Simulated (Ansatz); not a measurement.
Basis-set extrapolation for BClO, SMILES `O=BCl` (PBE0-D4/def2-TZVP geometry, frozen core, the Gaussian-basis code of Ansatz). Multiplicity 1, RHF reference.

```tsv
	cc-pV(T+d)Z	cc-pV(Q+d)Z
HF	-559.185919	-559.197064
MP2 correlation	-0.509581	-0.552730
CCSD(T) correlation	-0.545875	-0.587872
```

Energies in hartree. Use E(X) = E(∞) + A·exp(−5.46·√X) for Hartree–Fock and E(X) = E(∞) + B·X^(−3.05) for correlation, with X = 3 and 4.

Problem. What is the CCSD(T) energy at the basis-set limit?

Solution. HF limit: -559.197064 + (-0.011145) × 0.30130 = -559.20042. Correlation limit: -0.587872 + (-0.041997) × 0.71189 = -0.61777. Total: -559.81819 hartree, 2.35 eV below CCSD(T)/cc-pV(T+d)Z.
